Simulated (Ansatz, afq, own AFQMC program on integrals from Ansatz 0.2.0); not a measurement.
Ga, doublet: AFQMC among the cluster methods

A free Ga atom.

Basis aug-cc-pVDZ. Only valence electrons are correlated. Integrals, coupled cluster, full CI and functionals: Ansatz 0.2.0; the random walks run on the same integrals in our own AFQMC program. ph-AFQMC/CISD is guided by a CISD state made of CCSD amplitudes; releasing the constraint for a short imaginary time cuts its bias at the price of noise, slowly where states lie close. Free projection: walkers drawn from exp(T), propagated without any constraint. Its projection time is finite, and what remains of the start isn't in its error. Uncertainties: one standard error, sampling alone. No spin–orbit coupling.

Determinant: UHF, the one that the program's search chose, which needn't be the lowest solution.

Full CI on the same integrals is exact in this basis and with this determinant's frozen core.

Cautions: no relativity below Rb; no spin-orbit coupling; inner d shell frozen.

```
T1 diagnostic                               : 0.0130
weight of the determinant in the CISD state : 0.942
⟨S²⟩ of the determinant                     : 0.763
size of the correlated space                : 3 electrons in 22 orbitals
```

Reference: full CI, correlation energy -1.224 eV. The released energy is read at 1.50 1/Eh (meV from the phaseless value at times in 1/Eh: 0.0 ± 0.4 at 0.24, -1.6 ± 0.9 at 0.50, -0.8 ± 0.3 at 1.00, -1.1 ± 0.3 at 1.50).

```
         level  E − E(reference) (mEh)  share of correlation (%)
            HF                   44.98                      0.00
           MP2                   15.62                     65.27
          CCSD                    0.85                     98.10
       CCSD(T)                    0.27                     99.39
   ph-AFQMC/HF             2.09 ± 0.33                     95.35
 ph-AFQMC/CISD             0.04 ± 0.02                     99.90
released AFQMC            0.01 ± 0.009                     99.99
    free AFQMC            0.00 ± 0.007                    100.00
```

Free projections are given only where their last times agree within the noise and don't stop above the reference; a slow remainder of the start can still hide under it. A walk keeps the symmetry of its determinant, which the program's search chose and which needn't be the lowest solution, so a lower state of the same spin and another symmetry isn't excluded. Released energies are given only where the last usable release times agree within the noise; a slower fall can still hide under it.
